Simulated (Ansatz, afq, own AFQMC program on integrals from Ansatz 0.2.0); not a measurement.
Integrals from Ansatz 0.2.0, then the random walk in our own AFQMC program (afq).

```yaml
crystal:
  periodic: [false, false, false]
  atoms:
    - {symbol: Br, position_ang: [0.000000, 0.000000, 0.000000]}
    - {symbol: Mg, position_ang: [0.000000, 0.000000, 3.085000]}
basis:
  gaussian: {orbitals: aug-cc-pVDZ}
total_charge: -1
magnetization: {spin_polarized: false, initial_magnetization: 2}
correlation: {method: ccsd_t, electrons: outside_noble_gas, hamiltonian_folder: ham}
```

```sh
$ ansatz run in.yaml --threads 1 --pin off --events-out ev --progress --plain --max-ram 1382MiB
```

afq runs on the folder ham with

```
--method free --trial cisd --walkers 60 --time-step 0.03 --max-blocks 80 --target-error 0.00038 --factor-cut 1e-05 --seed 7180 --times 0,0.21,0.42,0.81,1.2,1.8,2.4,3 --taylor-order 8
```

Times are imaginary, in 1/Eh. The walk had a cap of 1931 s. Filled inner d shells are frozen with the cores.

```
orbitals 44  electrons 6 4  factors 316 of 656
reference energy -2772.05122017 Eh
CCSD correlation -0.15229817 Eh in 11 cycles, weight of the determinant in the CISD state 0.9074
repeat  energy at the last time / Eh  error
    10  -2772.208929  0.000580
    20  -2772.208466  0.000455
    30  -2772.208145  0.000375
time / (1/Eh)  energy / Eh  error  mean overlap
  0.00  -2772.203483  0.000159  1.1026
  0.21  -2772.205360  0.000241  1.1023
  0.42  -2772.206484  0.000265  1.1027
  0.81  -2772.207577  0.000271  1.1027
  1.20  -2772.207895  0.000266  1.1080
  1.80  -2772.208090  0.000303  1.1035
  2.40  -2772.207838  0.000325  1.1131
  3.00  -2772.208090  0.000365  1.1149
energy -2772.208090 +/- 0.000365 Eh
```

(1) Estimate how long the walk took on 1 thread of Intel(R) Xeon(R) Platinum 8488C (Sapphire Rapids), on a shared host.

The run passed its tests (error under three times the target), which doesn't prove that it has relaxed.

Against this walk (error 9.9 meV) on the same determinant: CCSD(T) 10.4 meV higher (within the noise), CCSDT(Q) 13.0 meV lower (within the noise). The error is statistical, and a free projection of finite length keeps a remainder of its start.

Cautions: remainder of the start not in the error; no relativity below Rb; no spin-orbit coupling; inner d shell frozen; lower spins were not checked.

## Answers

(1) 2.3 min of wall time.

CCSDT and higher add their correlation energy to the determinant of the CCSD(T) run, since their own runs factorise the integrals more tightly (a shift of under 2 meV). A walk keeps the symmetry of its determinant, which the program's search chose and which needn't be the lowest solution, so a lower state of the same spin and another symmetry isn't excluded.
